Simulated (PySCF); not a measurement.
C₃H₆, charge +1, multiplicity 2. Atoms are numbered in the order given.

```xyz
9

C     -1.1922     0.1818    -0.2322
C      0.0572    -0.0349     0.4666
C      1.3092    -0.1723    -0.1739
H     -1.8905    -0.6236     0.0595
H     -1.6831     1.0752     0.1907
H     -1.1060     0.2514    -1.3143
H      0.0368    -0.0993     1.5539
H      1.3803    -0.1401    -1.2577
H      2.2173    -0.3112     0.4051
```
Charge +1, spin multiplicity 2.

Coordinates come from a ωB97X-D3(BJ)/def2-TZVP optimisation. The multiplicity is an assumed one; other spin states were not compared.

The numbers are results of TDA-PBE/def2-SVPD (PySCF 2.14.0), not measurements.

Vertical excitations. Isolated molecule, no solvent.

```
state    energy (eV)  λ (nm)      f                               main pairs
-------  -----------  ------  -----  ---------------------------------------
root 1          2.61     474  0.000                         β HOMO→LUMO 98 %
root 2          3.02     411  0.001                       β HOMO−1→LUMO 97 %
root 3          4.25     292  0.054      α HOMO→LUMO 6 %, β HOMO−2→LUMO 90 %
root 4          4.48     277  0.001                       β HOMO−3→LUMO 99 %
root 5          5.62     221  0.001                       β HOMO−4→LUMO 94 %
root 6          6.16     201  0.336      α HOMO→LUMO 87 %, β HOMO−2→LUMO 5 %
root 7          6.36     195  0.002                       α HOMO−1→LUMO 95 %
root 8          6.86     181  0.001  α HOMO−2→LUMO 90 %, β HOMO−1→LUMO+1 5 %
root 9          7.59     163  0.001                       β HOMO→LUMO+1 86 %
root 10         7.63     162  0.000                       β HOMO−5→LUMO 83 %
```
Unrestricted roots are not spin-pure.
